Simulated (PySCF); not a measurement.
## AlN⁻: one state, many levels of theory

State: ²Π (doublet), unpaired electrons π ↑. Set-up: basis Al def2-TZVPPD, N def2-TZVPPD; no relativity; PySCF 2.14. De refers to Al⁻ + N in their high-spin ground configurations, without counterpoise correction. The functionals are run spin-unrestricted. A positive dipole points towards N; it is taken about the centre of mass and depends on that origin.

```
       Level  Re (Å)  ωe (cm⁻¹)  De (eV)  μ (D)
    ROHF-MP2   1.791        809      n/a    n/a
   ROHF-CCSD   1.778        838      n/a    n/a
ROHF-CCSD(T)   1.792        803      n/a    n/a
         LDA   1.775        819      n/a  -1.10
         PBE   1.795        791      n/a  -1.00
      r²SCAN   1.779        824     4.16  -1.01
       TPSSh   1.782        819      n/a  -1.04
     r²SCANh   1.773        836     4.00  -1.13
        PBE0   1.772        839      n/a  -1.26
```

Task: What does the gradient correction do here, going from LDA to PBE?

Result: PBE less LDA: +2.0 pm in Re, -3.4 % in ωe. The gradient correction favours the more uneven density of free atoms, so it tends to lengthen bonds and takes away much of the overbinding of LDA; so it does here.

Task: What does the triples do here, going from ROHF-CCSD to ROHF-CCSD(T)?

Result: ROHF-CCSD(T) less ROHF-CCSD: +1.4 pm in Re, -4.2 % in ωe. Correlation nearly always deepens the well. The bond lengthens, as in strong covalent bonds, where excitations into antibonding orbitals dominate.

Correlated steps freeze 6 core orbitals. For an ion De counts to the pair picked by the measured ionisation energies or electron affinities, which need not be the lowest pair at this level. Counting both spins, an empty level lies below a filled one in some of these solutions, because spin and occupation are held. The highest Kohn–Sham level is positive in this anion. Much of that is self-interaction error, but it also means that the finite basis helps to hold the extra electron. The state is the lowest determinant that a PBE0 search found; another state may lie lower at other levels.

The whole job (state search and all levels along the bond) took about 6.7 min on 2 threads of Arm Neoverse V1 (shared host), peak memory 3 GiB.
